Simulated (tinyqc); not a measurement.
LCCD on RHF in the sto-6g basis, for H3O+, spin multiplicity 1, step by step (part 1 of 2). Computed by tinyqc, a small Python program that keeps every step (integrals from PySCF). Settings: charge = 1, multiplicity = 1, basis = sto-6g, method = RHF, energy threshold = 1e-10, iteration cap = 77, orthogonalisation = symmetric, start = Wolfsberg-Helmholz matrix, DIIS depth = 6, amplitude equations = LCCD, DIIS depth for amplitudes = 0, cap on updates = 58. Command: `OMP_NUM_THREADS=1 python tinyqc.py 24458 24459 out.jsonl` (the two numbers bound the seeds that draw the settings). One thread of a shared host (Intel(R) Xeon(R) Processor @ 2.60GHz), about 0.2 s of CPU time with the checks. The early iterations of the SCF are left out here.

## One-electron integrals

Geometry (angstrom):
```
atom        x        y       z
O      0.0000   0.0000  0.3650
H      0.9490   0.0000  0.0000
H     -0.4740   0.8220  0.0000
H     -0.4740  -0.8220  0.0000
```

Basis sto-6g: exponents (1/bohr^2) and contraction coefficients of normalised primitives:
```
element  l (shell)   exponent  coefficient
O            s (1)  1355.5842       0.0092
O            s (1)   248.5449       0.0494
O            s (1)    69.5339       0.1685
O            s (1)    23.8868       0.3706
O            s (1)     9.2759       0.4165
O            s (1)     3.8203       0.1303
O            s (2)    52.1878      -0.0133
O            s (2)    10.3293      -0.0470
O            s (2)     3.2103      -0.0338
O            s (2)     1.2351       0.2502
O            s (2)     0.5364       0.5951
O            s (2)     0.2459       0.2407
O            p (3)    52.1878       0.0038
O            p (3)    10.3293       0.0377
O            p (3)     3.2103       0.1739
O            p (3)     1.2351       0.4180
O            p (3)     0.5364       0.4259
O            p (3)     0.2459       0.1017
H            s (1)    35.5232       0.0092
H            s (1)     6.5131       0.0494
H            s (1)     1.8221       0.1685
H            s (1)     0.6260       0.3706
H            s (1)     0.2431       0.4165
H            s (1)     0.1001       0.1303
```

Overlap, kinetic and nuclear-attraction integrals over the contracted functions; the nuclear repulsion is the sum of Za Zb / Rab.

nuclear repulsion = 13.457629 hartree

overlap S:
```
         1O 1s   1O 2s   1O 2px   1O 2py   1O 2pz    2H 1s    3H 1s    4H 1s
1O 1s   1.0000  0.2311   0.0000   0.0000   0.0000   0.0483   0.0484   0.0484
1O 2s   0.2311  1.0000   0.0000   0.0000   0.0000   0.4386   0.4387   0.4387
1O 2px  0.0000  0.0000   1.0000   0.0000   0.0000   0.3466  -0.1732  -0.1732
1O 2py  0.0000  0.0000   0.0000   1.0000   0.0000   0.0000   0.3003  -0.3003
1O 2pz  0.0000  0.0000   0.0000   0.0000   1.0000  -0.1333  -0.1333  -0.1333
2H 1s   0.0483  0.4386   0.3466   0.0000  -0.1333   1.0000   0.2082   0.2082
3H 1s   0.0484  0.4387  -0.1732   0.3003  -0.1333   0.2082   1.0000   0.2080
4H 1s   0.0484  0.4387  -0.1732  -0.3003  -0.1333   0.2082   0.2080   1.0000
```

kinetic energy T (hartree):
```
          1O 1s    1O 2s   1O 2px   1O 2py   1O 2pz    2H 1s    3H 1s    4H 1s
1O 1s   29.3272  -0.8960   0.0000   0.0000   0.0000  -0.0043  -0.0043  -0.0043
1O 2s   -0.8960   0.8426   0.0000   0.0000   0.0000   0.1010   0.1011   0.1011
1O 2px   0.0000   0.0000   2.5313   0.0000   0.0000   0.2227  -0.1113  -0.1113
1O 2py   0.0000   0.0000   0.0000   2.5313   0.0000   0.0000   0.1929  -0.1929
1O 2pz   0.0000   0.0000   0.0000   0.0000   2.5313  -0.0856  -0.0857  -0.0857
2H 1s   -0.0043   0.1010   0.2227   0.0000  -0.0856   0.7685  -0.0015  -0.0015
3H 1s   -0.0043   0.1011  -0.1113   0.1929  -0.0857  -0.0015   0.7685  -0.0015
4H 1s   -0.0043   0.1011  -0.1113  -0.1929  -0.0857  -0.0015  -0.0015   0.7685
```

nuclear attraction V (hartree):
```
           1O 1s     1O 2s    1O 2px    1O 2py    1O 2pz    2H 1s    3H 1s    4H 1s
1O 1s   -62.8198   -6.5122    0.0000    0.0000    0.0157  -1.5553  -1.5557  -1.5557
1O 2s    -6.5122  -10.5472   -0.0001    0.0000    0.1778  -3.6579  -3.6586  -3.6586
1O 2px    0.0000   -0.0001  -10.5803    0.0000    0.0000  -2.5774   1.2876   1.2876
1O 2py    0.0000    0.0000    0.0000  -10.5805    0.0000   0.0000  -2.2331   2.2331
1O 2pz    0.0157    0.1778    0.0000    0.0000  -10.4797   1.0435   1.0437   1.0437
2H 1s    -1.5553   -3.6579   -2.5774    0.0000    1.0435  -5.9258  -1.3680  -1.3680
3H 1s    -1.5557   -3.6586    1.2876   -2.2331    1.0437  -1.3680  -5.9261  -1.3669
4H 1s    -1.5557   -3.6586    1.2876    2.2331    1.0437  -1.3680  -1.3669  -5.9261
```

core Hamiltonian H = T + V (hartree):
```
           1O 1s    1O 2s   1O 2px   1O 2py   1O 2pz    2H 1s    3H 1s    4H 1s
1O 1s   -33.4926  -7.4082   0.0000   0.0000   0.0157  -1.5596  -1.5600  -1.5600
1O 2s    -7.4082  -9.7046  -0.0001   0.0000   0.1778  -3.5569  -3.5575  -3.5575
1O 2px    0.0000  -0.0001  -8.0490   0.0000   0.0000  -2.3548   1.1764   1.1764
1O 2py    0.0000   0.0000   0.0000  -8.0491   0.0000   0.0000  -2.0401   2.0401
1O 2pz    0.0157   0.1778   0.0000   0.0000  -7.9484   0.9578   0.9580   0.9580
2H 1s    -1.5596  -3.5569  -2.3548   0.0000   0.9578  -5.1572  -1.3695  -1.3695
3H 1s    -1.5600  -3.5575   1.1764  -2.0401   0.9580  -1.3695  -5.1575  -1.3684
4H 1s    -1.5600  -3.5575   1.1764   2.0401   0.9580  -1.3695  -1.3684  -5.1575
```

## Two-electron integrals

Functions are numbered as in S; the eight-fold symmetry (ij|kl) = (ji|kl) = (kl|ij) leaves the list below.

Two-electron integrals (ij|kl) in chemists' order, unique and non-zero (hartree):
```
(11|11) 4.7875      (21|11) 0.6759      (21|21) 0.1215      (22|11) 1.1174
(22|21) 0.2492      (22|22) 0.8174      (31|31) 0.0258      (32|31) 0.0391
(32|32) 0.1807      (33|11) 1.1174      (33|21) 0.2492      (33|22) 0.8174
(33|33) 0.8807      (41|41) 0.0258      (42|41) 0.0391      (42|42) 0.1807
(43|43) 0.0475      (44|11) 1.1174      (44|21) 0.2492      (44|22) 0.8174
(44|33) 0.7857      (44|44) 0.8807      (51|51) 0.0258      (52|51) 0.0391
(52|52) 0.1807      (53|53) 0.0475      (54|54) 0.0475      (55|11) 1.1174
(55|21) 0.2492      (55|22) 0.8174      (55|33) 0.7857      (55|44) 0.7857
(55|55) 0.8807      (61|11) 0.1508      (61|21) 0.0260      (61|22) 0.0521
(61|31) 0.0012      (61|32) 0.0023      (61|33) 0.0523      (61|44) 0.0520
(61|51) -4.56e-04   (61|52) -0.0009     (61|53) -1.13e-04   (61|55) 0.0520
(61|61) 0.0057      (62|11) 0.3640      (62|21) 0.0823      (62|22) 0.2986
(62|31) 0.0061      (62|32) 0.0452      (62|33) 0.3066      (62|44) 0.2937
(62|51) -0.0024     (62|52) -0.0174     (62|53) -0.0050     (62|55) 0.2956
(62|61) 0.0177      (62|62) 0.1353      (63|11) 0.2442      (63|21) 0.0560
(63|22) 0.2167      (63|31) 0.0128      (63|32) 0.0826      (63|33) 0.2349
(63|44) 0.2069      (63|51) -0.0014     (63|52) -0.0119     (63|53) -0.0072
(63|55) 0.2083      (63|61) 0.0126      (63|62) 0.1194      (63|63) 0.1235
(64|41) 0.0092      (64|42) 0.0516      (64|43) 0.0093      (64|54) -0.0036
(64|64) 0.0192      (65|11) -0.0939     (65|21) -0.0215     (65|22) -0.0834
(65|31) -0.0014     (65|32) -0.0119     (65|33) -0.0832     (65|44) -0.0796
(65|51) 0.0097      (65|52) 0.0561      (65|53) 0.0107      (65|55) -0.0873
(65|61) -0.0048     (65|62) -0.0459     (65|63) -0.0401     (65|65) 0.0346
(66|11) 0.5049      (66|21) 0.1163      (66|22) 0.4822      (66|31) 0.0113
(66|32) 0.1139      (66|33) 0.5133      (66|44) 0.4629      (66|51) -0.0044
(66|52) -0.0438     (66|53) -0.0194     (66|55) 0.4704      (66|61) 0.0253
(66|62) 0.2759      (66|63) 0.2780      (66|65) -0.1069     (66|66) 0.7750
(71|11) 0.1508      (71|21) 0.0260      (71|22) 0.0521      (71|31) -0.0006
(71|32) -0.0012     (71|33) 0.0521      (71|41) 0.0010      (71|42) 0.0020
(71|43) -1.27e-04   (71|44) 0.0522      (71|51) -4.56e-04   (71|52) -0.0009
(71|53) 5.64e-05    (71|54) -9.78e-05   (71|55) 0.0521      (71|61) 0.0056
(71|62) 0.0171      (71|63) 0.0113      (71|64) 4.72e-04    (71|65) -0.0047
(71|66) 0.0240      (71|71) 0.0057      (72|11) 0.3641      (72|21) 0.0823
(72|22) 0.2987      (72|31) -0.0031     (72|32) -0.0226     (72|33) 0.2969
(72|41) 0.0053      (72|42) 0.0392      (72|43) -0.0056     (72|44) 0.3034
(72|51) -0.0024     (72|52) -0.0174     (72|53) 0.0025      (72|54) -0.0043
(72|55) 0.2956      (72|61) 0.0171      (72|62) 0.1087      (72|63) 0.0730
(72|64) 0.0117      (72|65) -0.0358     (72|66) 0.1805      (72|71) 0.0177
(72|72) 0.1354      (73|11) -0.1220     (73|21) -0.0280     (73|22) -0.1083
(73|31) 0.0101      (73|32) 0.0593      (73|33) -0.1139     (73|41) -0.0016
(73|42) -0.0134     (73|43) 0.0101      (73|44) -0.1069     (73|51) 0.0007
(73|52) 0.0060      (73|53) -0.0045     (73|54) 0.0015      (73|55) -0.1041
(73|61) -0.0053     (73|62) -0.0264     (73|63) -0.0033     (73|64) -0.0022
(73|65) 0.0085      (73|66) -0.0313     (73|71) -0.0063     (73|72) -0.0597
(73|73) 0.0452      (74|11) 0.2116      (74|21) 0.0485      (74|22) 0.1878
(74|31) -0.0016     (74|32) -0.0134     (74|33) 0.1813      (74|41) 0.0119
(74|42) 0.0749      (74|43) -0.0081     (74|44) 0.2015      (74|51) -0.0012
(74|52) -0.0103     (74|53) 0.0015      (74|54) -0.0063     (74|55) 0.1805
(74|61) 0.0101      (74|62) 0.0691      (74|63) 0.0459      (74|64) 0.0219
(74|65) -0.0223     (74|66) 0.1158      (74|71) 0.0109      (74|72) 0.1035
(74|73) -0.0451     (74|74) 0.0975      (75|11) -0.0939     (75|21) -0.0215
(75|22) -0.0834     (75|31) 0.0007      (75|32) 0.0060      (75|33) -0.0805
(75|41) -0.0012     (75|42) -0.0103     (75|43) 0.0015      (75|44) -0.0823
(75|51) 0.0097      (75|52) 0.0562      (75|53) -0.0054     (75|54) 0.0093
(75|55) -0.0873     (75|61) -0.0047     (75|62) -0.0358     (75|63) -0.0236
(75|64) -0.0038     (75|65) 0.0265      (75|66) -0.0651     (75|71) -0.0048
(75|72) -0.0459     (75|73) 0.0200      (75|74) -0.0348     (75|75) 0.0347
(76|11) 0.1292      (76|21) 0.0295      (76|22) 0.1154      (76|31) 0.0009
(76|32) 0.0076      (76|33) 0.1154      (76|41) 0.0015      (76|42) 0.0132
(76|43) 4.16e-04    (76|44) 0.1159      (76|51) -0.0014     (76|52) -0.0117
(76|53) -0.0013     (76|54) -0.0022     (76|55) 0.1148      (76|61) 0.0063
(76|62) 0.0513      (76|63) 0.0421      (76|64) 0.0051      (76|65) -0.0196
(76|66) 0.1070      (76|71) 0.0063      (76|72) 0.0513      (76|73) -0.0166
(76|74) 0.0390      (76|75) -0.0196     (76|76) 0.0238      (77|11) 0.5049
(77|21) 0.1163      (77|22) 0.4822      (77|31) -0.0057     (77|32) -0.0569
(77|33) 0.4755      (77|41) 0.0098      (77|42) 0.0986      (77|43) -0.0218
(77|44) 0.5008      (77|51) -0.0044     (77|52) -0.0438     (77|53) 0.0097
(77|54) -0.0168     (77|55) 0.4704      (77|61) 0.0240      (77|62) 0.1805
(77|63) 0.1160      (77|64) 0.0307      (77|65) -0.0651     (77|66) 0.3181
(77|71) 0.0253      (77|72) 0.2759      (77|73) -0.1389     (77|74) 0.2409
(77|75) -0.1070     (77|76) 0.1070      (77|77) 0.7750      (81|11) 0.1508
(81|21) 0.0260      (81|22) 0.0521      (81|31) -0.0006     (81|32) -0.0012
(81|33) 0.0521      (81|41) -0.0010     (81|42) -0.0020     (81|43) 1.27e-04
(81|44) 0.0522      (81|51) -4.56e-04   (81|52) -0.0009     (81|53) 5.64e-05
(81|54) 9.78e-05    (81|55) 0.0521      (81|61) 0.0056      (81|62) 0.0171
(81|63) 0.0113      (81|64) -4.72e-04   (81|65) -0.0047     (81|66) 0.0240
(81|71) 0.0056      (81|72) 0.0171      (81|73) -0.0061     (81|74) 0.0096
(81|75) -0.0047     (81|76) 0.0061      (81|77) 0.0240      (81|81) 0.0057
(82|11) 0.3641      (82|21) 0.0823      (82|22) 0.2987      (82|31) -0.0031
(82|32) -0.0226     (82|33) 0.2969      (82|41) -0.0053     (82|42) -0.0392
(82|43) 0.0056      (82|44) 0.3034      (82|51) -0.0024     (82|52) -0.0174
(82|53) 0.0025      (82|54) 0.0043      (82|55) 0.2956      (82|61) 0.0171
(82|62) 0.1087      (82|63) 0.0730      (82|64) -0.0117     (82|65) -0.0358
(82|66) 0.1805      (82|71) 0.0171      (82|72) 0.1087      (82|73) -0.0466
(82|74) 0.0574      (82|75) -0.0358     (82|76) 0.0422      (82|77) 0.1805
(82|81) 0.0177      (82|82) 0.1354      (83|11) -0.1220     (83|21) -0.0280
(83|22) -0.1083     (83|31) 0.0101      (83|32) 0.0593      (83|33) -0.1139
(83|41) 0.0016      (83|42) 0.0134      (83|43) -0.0101     (83|44) -0.1069
(83|51) 0.0007      (83|52) 0.0060      (83|53) -0.0045     (83|54) -0.0015
(83|55) -0.1041     (83|61) -0.0053     (83|62) -0.0264     (83|63) -0.0033
(83|64) 0.0022      (83|65) 0.0085      (83|66) -0.0313     (83|71) -0.0061
(83|72) -0.0466     (83|73) 0.0345      (83|74) -0.0240     (83|75) 0.0151
(83|76) -0.0134     (83|77) -0.0845     (83|81) -0.0063     (83|82) -0.0597
(83|83) 0.0452      (84|11) -0.2116     (84|21) -0.0485     (84|22) -0.1878
(84|31) 0.0016      (84|32) 0.0134      (84|33) -0.1813     (84|41) 0.0119
(84|42) 0.0749      (84|43) -0.0081     (84|44) -0.2015     (84|51) 0.0012
(84|52) 0.0103      (84|53) -0.0015     (84|54) -0.0063     (84|55) -0.1805
(84|61) -0.0101     (84|62) -0.0691     (84|63) -0.0459     (84|64) 0.0219
(84|65) 0.0223      (84|66) -0.1158     (84|71) -0.0096     (84|72) -0.0574
(84|73) 0.0240      (84|74) -0.0160     (84|75) 0.0185      (84|76) -0.0232
(84|77) -0.0851     (84|81) -0.0109     (84|82) -0.1035     (84|83) 0.0451
(84|84) 0.0975      (85|11) -0.0939     (85|21) -0.0215     (85|22) -0.0834
(85|31) 0.0007      (85|32) 0.0060      (85|33) -0.0805     (85|41) 0.0012
(85|42) 0.0103      (85|43) -0.0015     (85|44) -0.0823     (85|51) 0.0097
(85|52) 0.0562      (85|53) -0.0054     (85|54) -0.0093     (85|55) -0.0873
(85|61) -0.0047     (85|62) -0.0358     (85|63) -0.0236     (85|64) 0.0038
(85|65) 0.0265      (85|66) -0.0651     (85|71) -0.0047     (85|72) -0.0358
(85|73) 0.0151      (85|74) -0.0185     (85|75) 0.0265      (85|76) -0.0156
(85|77) -0.0651     (85|81) -0.0048     (85|82) -0.0459     (85|83) 0.0200
(85|84) 0.0348      (85|85) 0.0347      (86|11) 0.1292      (86|21) 0.0295
(86|22) 0.1154      (86|31) 0.0009      (86|32) 0.0076      (86|33) 0.1154
(86|41) -0.0015     (86|42) -0.0132     (86|43) -4.16e-04   (86|44) 0.1159
(86|51) -0.0014     (86|52) -0.0117     (86|53) -0.0013     (86|54) 0.0022
(86|55) 0.1148      (86|61) 0.0063      (86|62) 0.0513      (86|63) 0.0421
(86|64) -0.0051     (86|65) -0.0196     (86|66) 0.1070      (86|71) 0.0061
(86|72) 0.0422      (86|73) -0.0134     (86|74) 0.0232      (86|75) -0.0156
(86|76) 0.0197      (86|77) 0.0723      (86|81) 0.0063      (86|82) 0.0513
(86|83) -0.0166     (86|84) -0.0390     (86|85) -0.0196     (86|86) 0.0238
(87|11) 0.1291      (87|21) 0.0295      (87|22) 0.1153      (87|31) -0.0018
(87|32) -0.0152     (87|33) 0.1160      (87|44) 0.1151      (87|51) -0.0014
(87|52) -0.0117     (87|53) 0.0025      (87|55) 0.1147      (87|61) 0.0061
(87|62) 0.0421      (87|63) 0.0268      (87|65) -0.0156     (87|66) 0.0723
(87|71) 0.0063      (87|72) 0.0513      (87|73) -0.0254     (87|74) 0.0339
(87|75) -0.0196     (87|76) 0.0197      (87|77) 0.1068      (87|81) 0.0063
(87|82) 0.0513      (87|83) -0.0254     (87|84) -0.0339     (87|85) -0.0196
(87|86) 0.0197      (87|87) 0.0237      (88|11) 0.5049      (88|21) 0.1163
(88|22) 0.4822      (88|31) -0.0057     (88|32) -0.0569     (88|33) 0.4755
(88|41) -0.0098     (88|42) -0.0986     (88|43) 0.0218      (88|44) 0.5008
(88|51) -0.0044     (88|52) -0.0438     (88|53) 0.0097      (88|54) 0.0168
(88|55) 0.4704      (88|61) 0.0240      (88|62) 0.1805      (88|63) 0.1160
(88|64) -0.0307     (88|65) -0.0651     (88|66) 0.3181      (88|71) 0.0240
(88|72) 0.1805      (88|73) -0.0845     (88|74) 0.0851      (88|75) -0.0651
(88|76) 0.0723      (88|77) 0.3180      (88|81) 0.0253      (88|82) 0.2759
(88|83) -0.1389     (88|84) -0.2409     (88|85) -0.1070     (88|86) 0.1070
(88|87) 0.1068      (88|88) 0.7750
```

## Orthogonalisation

S = U s U^T; symmetric (Loewdin) form X = U s^(-1/2) U^T, so that X^T S X = 1.

eigenvalues of S: 0.3619  0.4587  0.4589  0.9284  1.0584  1.3328  1.3332  2.0676

X:
```
          1O 1s    1O 2s   1O 2px   1O 2py   1O 2pz    2H 1s    3H 1s    4H 1s
1O 1s    1.0234  -0.1426   0.0000   0.0000   0.0068   0.0176   0.0176   0.0176
1O 2s   -0.1426   1.2787   0.0000   0.0000  -0.0769  -0.2469  -0.2470  -0.2470
1O 2px   0.0000   0.0000   1.0985   0.0000   0.0000  -0.2419   0.1209   0.1209
1O 2py   0.0000   0.0000   0.0000   1.0986   0.0000   0.0000  -0.2096   0.2096
1O 2pz   0.0068  -0.0769   0.0000   0.0000   1.0229   0.0738   0.0739   0.0739
2H 1s    0.0176  -0.2469  -0.2419   0.0000   0.0738   1.1768  -0.0671  -0.0671
3H 1s    0.0176  -0.2470   0.1209  -0.2096   0.0739  -0.0671   1.1768  -0.0670
4H 1s    0.0176  -0.2470   0.1209   0.2096   0.0739  -0.0671  -0.0670   1.1768
```

## Iteration 8 (converged): orbitals

converged F (hartree):
```
           1O 1s    1O 2s   1O 2px   1O 2py   1O 2pz    2H 1s    3H 1s    4H 1s
1O 1s   -21.1191  -5.1017   0.0000   0.0000   0.0219  -1.0744  -1.0747  -1.0747
1O 2s    -5.1017  -2.8675  -0.0001   0.0000   0.1179  -1.1248  -1.1250  -1.1250
1O 2px    0.0000  -0.0001  -0.8801   0.0000   0.0000  -0.6003   0.2999   0.2999
1O 2py    0.0000   0.0000   0.0000  -0.8803   0.0000   0.0000  -0.5200   0.5200
1O 2pz    0.0219   0.1179   0.0000   0.0000  -0.9044   0.2764   0.2765   0.2765
2H 1s    -1.0744  -1.1248  -0.6003   0.0000   0.2764  -0.8474  -0.3953  -0.3953
3H 1s    -1.0747  -1.1250   0.2999  -0.5200   0.2765  -0.3953  -0.8475  -0.3950
4H 1s    -1.0747  -1.1250   0.2999   0.5200   0.2765  -0.3953  -0.3950  -0.8475
```

Diagonalise F' = X^T F X, C = X C', fill 5 alpha and 5 beta electrons from the bottom; D = 2 C_occ C_occ^T. Each column has its largest component positive (the first on a tie).

F' = X^T F X (hartree):
```
          1        2        3        4        5        6        7        8
1  -20.7865  -2.5261   0.0000   0.0000   0.0314  -0.1727  -0.1728  -0.1728
2   -2.5261  -1.6493   0.0000   0.0000  -0.0433  -0.4650  -0.4652  -0.4652
3    0.0000   0.0000  -0.6233   0.0000   0.0000  -0.5029   0.2513   0.2513
4    0.0000   0.0000   0.0000  -0.6232   0.0000   0.0000  -0.4357   0.4357
5    0.0314  -0.0433   0.0000   0.0000  -0.8435   0.1732   0.1733   0.1733
6   -0.1727  -0.4650  -0.5029   0.0000   0.1732  -0.3142  -0.0791  -0.0791
7   -0.1728  -0.4652   0.2513  -0.4357   0.1733  -0.0791  -0.3141  -0.0790
8   -0.1728  -0.4652   0.2513   0.4357   0.1733  -0.0791  -0.0790  -0.3141
```

orbital energies (hartree): MO1 -21.1221, MO2 -1.7794, MO3 -1.0751, MO4 -1.0749, MO5 -0.9179, MO6 0.0679, MO7 0.2165, MO8 0.2168

coefficients C:
```
            MO1      MO2      MO3      MO4      MO5      MO6      MO7      MO8
1O 1s    0.9967  -0.2272   0.0000   0.0000  -0.0646  -0.1394   0.0000   0.0000
1O 2s    0.0159   0.8771   0.0000  -0.0001   0.3410   0.9790   0.0001   0.0000
1O 2px   0.0000   0.0001   0.0000   0.7107   0.0000   0.0002  -0.8885   0.0000
1O 2py   0.0000   0.0000   0.7106   0.0000   0.0000   0.0000   0.0000   0.8888
1O 2pz  -0.0023  -0.1250   0.0000   0.0000   0.9236  -0.4473  -0.0001   0.0000
2H 1s   -0.0029   0.0933   0.0000   0.4056  -0.1108  -0.6387   0.9621   0.0000
3H 1s   -0.0029   0.0933   0.3512  -0.2027  -0.1109  -0.6389  -0.4811  -0.8332
4H 1s   -0.0029   0.0933  -0.3512  -0.2027  -0.1109  -0.6389  -0.4811   0.8332
```

D after iteration 8:
```
          1O 1s    1O 2s   1O 2px   1O 2py   1O 2pz    2H 1s    3H 1s    4H 1s
1O 1s    2.0983  -0.4109   0.0000   0.0000  -0.0670  -0.0338  -0.0339  -0.0339
1O 2s   -0.4109   1.7717  -0.0001   0.0000   0.4105   0.0878   0.0880   0.0880
1O 2px   0.0000  -0.0001   1.0102   0.0000   0.0001   0.5765  -0.2881  -0.2881
1O 2py   0.0000   0.0000   0.0000   1.0099   0.0000   0.0000   0.4991  -0.4991
1O 2pz  -0.0670   0.4105   0.0001   0.0000   1.7372  -0.2281  -0.2282  -0.2282
2H 1s   -0.0338   0.0878   0.5765   0.0000  -0.2281   0.3710  -0.1224  -0.1224
3H 1s   -0.0339   0.0880  -0.2881   0.4991  -0.2282  -0.1224   0.3709  -0.1224
4H 1s   -0.0339   0.0880  -0.2881  -0.4991  -0.2282  -0.1224  -0.1224   0.3709
```

## Convergence

Stop when the energy changes by less than 1e-10 hartree and every element of the error matrix X^T (F D S - S D F) X is below 3e-06.

Course of the cycle:
```
iteration  E (hartree)     change  largest element of the error matrix
1           -75.800896          -                             5.71e-01
2           -76.023350  -2.22e-01                             1.02e-01
3           -76.038031  -1.47e-02                             1.78e-02
4           -76.038898  -8.67e-04                             4.16e-03
5           -76.038950  -5.20e-05                             1.33e-03
6           -76.038956  -6.60e-06                             2.00e-05
7           -76.038956  -5.00e-10                             6.56e-08
8           -76.038956  -2.84e-14                             1.71e-08
```

PySCF RHF in the same basis = -76.038956 hartree

Converged in 8 iterations.
